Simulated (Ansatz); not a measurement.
For 1T (CdI2-type) TiTe₂, PBE (plane waves, PAW; Ansatz, a quantum-chemistry and plane-wave program) gives:

- lattice parameter a: 3.765 Å
- c axis length: 6.962 Å

What does r²SCAN+rVV10 (Ansatz, PAW) give for the same quantities?


- lattice constant a: 3.782 Å (rises by 0.5 %)
- lattice parameter c: 6.616 Å (drops by 5.0 %)

Changes are worked out from the printed values.

Unless a cell is named, each level is at its own relaxed cell (PBE 28.49, r²SCAN+rVV10 27.32 Å³/atom).

Caveats: for a layered or molecular solid the relaxed cell lies over 5 % above the published volume, where the minimum can be shallow (PBE); the cell comes from a level without a dispersion term, which matters for the spacing of layers, chains or molecules (PBE). Ansatz's density-functional and Hartree–Fock values are scalar-relativistic unless marked +SOC, with PAW data made under PBE.
